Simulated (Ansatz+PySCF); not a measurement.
Results of a calculation; reference values are marked as such.
## PySCF 2.14.0 run

```python
from pyscf import gto, scf, cc

mol = gto.M(atom="""
C 0.000000 0.000000 -0.163880
H 0.000000 0.000000 0.983290
""", basis='def2-svp', charge=1, spin=0)
mf = scf.RHF(mol)
mf.kernel()
mycc = cc.CCSD(mf, frozen=1).run()
et = mycc.ccsd_t()
print(mf.e_tot, mycc.e_corr, et, mycc.e_tot + et)
```

The script is written out from the run's settings.

Results

```
Converged               : yes
Reference energy        : -37.85788 hartree
CCSD correlation energy : -0.09980 hartree
Triples correction      : -0.00157 hartree
Total energy            : -37.95924 hartree
```

Caution: an unrestricted determinant lies well below.
